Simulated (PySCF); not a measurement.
C5H8O.
Atom-mapped SMILES: `[CH3:1][C@@H:2]1[CH2:3][CH2:4][C:5]1=[O:6]` (hydrogens: H7, H8, H9 on C1; H10 on C2; H11, H12 on C3; H13, H14 on C4)

The same species was optimised twice, with GFN2-xTB and with PBE0-D3(BJ)/def2-SVP (PySCF), and the same property calculations (PySCF, gas phase) were run on both structures.

```
  coordinate  GFN2-xTB  PBE0-D3(BJ)/def2-SVP  change
   C4–C5 (Å)     1.514                 1.525  +0.011
   C1–C2 (Å)     1.521                 1.512  -0.009
   C3–C4 (Å)     1.540                 1.547  +0.007
   C2–C5 (Å)     1.521                 1.528  +0.007
   C2–C3 (Å)     1.545                 1.552  +0.007
   C5=O6 (Å)     1.196                 1.196   0.000
C1–C2–C3 (°)     117.3                 121.6    +4.3
C1–C2–C5 (°)     115.5                 118.3    +2.8
C3–C4–C5 (°)      88.8                  87.1    -1.7
C3–C2–C5 (°)      88.4                  86.8    -1.6
C2–C5–O6 (°)     133.8                 133.2    -0.6
C4–C5–O6 (°)     133.9                 134.1    +0.2
C2–C5–C4 (°)      92.3                  92.2    -0.1
C2–C3–C4 (°)      90.3                  90.4    +0.1
```

Rotational constants: A = 4794, B = 3953, C = 2415 MHz (GFN2-xTB) against A = 4759, B = 3951, C = 2364 MHz (PBE0-D3(BJ)/def2-SVP). Point groups within 0.08 Å: C1 and C1. Atoms that the bonding makes alike are paired by their places after alignment.

On the GFN2-xTB structure: lowest singlet, TDDFT (eV) 4.23 [CAM-B3LYP/def2-SVPD]; lowest triplet, Tamm–Dancoff (eV) 3.69 [CAM-B3LYP/def2-SVPD]; isotropic polarisability (au) 59.5 [CAM-B3LYP/def2-SVPD]; HOMO (eV) -8.55 [CAM-B3LYP/def2-SVPD]; LUMO (eV) 0.41 [CAM-B3LYP/def2-SVPD]; dipole (D) 3.17 [CAM-B3LYP/def2-SVPD]; HOMO (eV) -7.05 [PBE0/pcSseg-1]; LUMO (eV) -0.62 [PBE0/pcSseg-1]; dipole (D) 2.88 [PBE0/pcSseg-1]; GIAO shielding of C1 (ppm) 169.2 [PBE0/pcSseg-1]; GIAO shielding of C2 (ppm) 129.7 [PBE0/pcSseg-1]; GIAO shielding of C3 (ppm) 167.4 [PBE0/pcSseg-1]; GIAO shielding of C4 (ppm) 141.7 [PBE0/pcSseg-1]; GIAO shielding of C5 (ppm) -31.6 [PBE0/pcSseg-1]; GIAO shielding of O6 (ppm) -332.5 [PBE0/pcSseg-1].

What do these properties become on the PBE0-D3(BJ)/def2-SVP structure?

```json
{"property": "lowest singlet, TDDFT (eV)", "level": "CAM-B3LYP/def2-SVPD", "on GFN2-xTB": "4.23", "on PBE0-D3(BJ)/def2-SVP": "4.32", "change": "+0.09"}
{"property": "lowest triplet, Tamm–Dancoff (eV)", "level": "CAM-B3LYP/def2-SVPD", "on GFN2-xTB": "3.69", "on PBE0-D3(BJ)/def2-SVP": "3.79", "change": "+0.10"}
{"property": "isotropic polarisability (au)", "level": "CAM-B3LYP/def2-SVPD", "on GFN2-xTB": "59.5", "on PBE0-D3(BJ)/def2-SVP": "60.6", "change": "+1.1"}
{"property": "HOMO (eV)", "level": "CAM-B3LYP/def2-SVPD", "on GFN2-xTB": "-8.55", "on PBE0-D3(BJ)/def2-SVP": "-8.56", "change": "-0.01"}
{"property": "LUMO (eV)", "level": "CAM-B3LYP/def2-SVPD", "on GFN2-xTB": "0.41", "on PBE0-D3(BJ)/def2-SVP": "0.45", "change": "+0.04"}
{"property": "dipole (D)", "level": "CAM-B3LYP/def2-SVPD", "on GFN2-xTB": "3.17", "on PBE0-D3(BJ)/def2-SVP": "3.15", "change": "-0.02"}
{"property": "energy, GFN2-xTB geometry as zero (kcal/mol)", "level": "CAM-B3LYP/def2-SVPD", "on GFN2-xTB": "0.0", "on PBE0-D3(BJ)/def2-SVP": "-0.8", "change": "-0.8"}
{"property": "HOMO (eV)", "level": "PBE0/pcSseg-1", "on GFN2-xTB": "-7.05", "on PBE0-D3(BJ)/def2-SVP": "-7.06", "change": "-0.01"}
{"property": "LUMO (eV)", "level": "PBE0/pcSseg-1", "on GFN2-xTB": "-0.62", "on PBE0-D3(BJ)/def2-SVP": "-0.55", "change": "+0.07"}
{"property": "dipole (D)", "level": "PBE0/pcSseg-1", "on GFN2-xTB": "2.88", "on PBE0-D3(BJ)/def2-SVP": "2.87", "change": "-0.01"}
{"property": "energy, GFN2-xTB geometry as zero (kcal/mol)", "level": "PBE0/pcSseg-1", "on GFN2-xTB": "0.0", "on PBE0-D3(BJ)/def2-SVP": "-0.8", "change": "-0.8"}
{"property": "GIAO shielding of C1 (ppm)", "level": "PBE0/pcSseg-1", "on GFN2-xTB": "169.2", "on PBE0-D3(BJ)/def2-SVP": "169.7", "change": "+0.5"}
{"property": "GIAO shielding of C2 (ppm)", "level": "PBE0/pcSseg-1", "on GFN2-xTB": "129.7", "on PBE0-D3(BJ)/def2-SVP": "127.6", "change": "-2.1"}
{"property": "GIAO shielding of C3 (ppm)", "level": "PBE0/pcSseg-1", "on GFN2-xTB": "167.4", "on PBE0-D3(BJ)/def2-SVP": "163.9", "change": "-3.5"}
{"property": "GIAO shielding of C4 (ppm)", "level": "PBE0/pcSseg-1", "on GFN2-xTB": "141.7", "on PBE0-D3(BJ)/def2-SVP": "138.8", "change": "-2.9"}
{"property": "GIAO shielding of C5 (ppm)", "level": "PBE0/pcSseg-1", "on GFN2-xTB": "-31.6", "on PBE0-D3(BJ)/def2-SVP": "-27.6", "change": "+4.0"}
{"property": "GIAO shielding of O6 (ppm)", "level": "PBE0/pcSseg-1", "on GFN2-xTB": "-332.5", "on PBE0-D3(BJ)/def2-SVP": "-306.1", "change": "+26.4"}
```

The heavy atoms differ by 0.133 Å rms after alignment. Among bonds between heavy atoms C4–C5 changes most (+0.011 Å). Changes are differences of the printed values. Neither structure is proved a minimum here.
